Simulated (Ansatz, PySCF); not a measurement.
Species: OF, charge 0, multiplicity 2. SMILES: [O]F
Geometry: optimised at B3LYP-D3(BJ)/def2-TZVP (Ansatz, a first-principles code).

Quantity: atomisation energy, in kcal/mol. Conventions: atomisation electronic, to ground-state atoms; no spin-orbit coupling; valence correlation only; UHF or UKS for open shells; non-relativistic; LANL2DZ all-electron up to Ne; 6-31G* and kin with 6d, 5d where marked. CBS marks a two-point X^-3 extrapolation of the correlation energy; Hartree-Fock from the larger set (for Q and 5 zeta extrapolated as (X+1)exp(-9√X)). First-principles rows: single points at B3LYP-D3(BJ) geometries (Ansatz).

Coupled cluster (Ansatz) is a level with limits of its own, used here on species with T1 under 0.025 (0.045 for open shells) and stable references: CCSD(T)/CBS(cc-pVQZ,cc-pV5Z).

Value to compare with, CCSD(T)/CBS(cc-pVQZ,cc-pV5Z) (Ansatz): 52.1 kcal/mol.

| level | program | atomisation energy (kcal/mol) | difference |
|---|---|---|---|
| HF/STO-3G | Ansatz | 7.4 | -44.7 |
| HF/LANL2DZ | Ansatz | -38.7 | -90.8 |
| SVWN5/6-31G* | Ansatz | 101.1 | 49.0 |
| BP86/def2-SVP | PySCF | 73.8 | 21.7 |
| B3LYP/3-21G | Ansatz | 52.9 | 0.8 |
| B3LYP/6-31G* | Ansatz | 58.6 | 6.5 |
| B3LYP/6-31+G* | Ansatz | 53.2 | 1.1 |
| B3LYP/cc-pVDZ | Ansatz | 55.6 | 3.5 |
| M06-2X/6-31G* (5d) | PySCF | 52.1 | 0.0 |
| MP2/3-21G | Ansatz | 26.7 | -25.4 |
| B3LYP/def2-TZVPD | Ansatz | 55.2 | 3.1 |
| B2PLYP-D3(BJ)/def2-TZVPD | Ansatz + dftd3 | 52.1 | 0.0 |

Among the 10 habitual levels, HF/LANL2DZ lies farthest from CCSD(T)/CBS(cc-pVQZ,cc-pV5Z) (Ansatz) (-90.8 kcal/mol) and M06-2X/6-31G* (5d) nearest (0.0); 6 of 10 lie above it, and their mean absolute difference is 24.4 kcal/mol, the median 14.1. One case shows no general order.

The levels are drawn from those run, B3LYP/6-31G* more often than the rest, none by its result; runs whose electronic state is in doubt are left out.
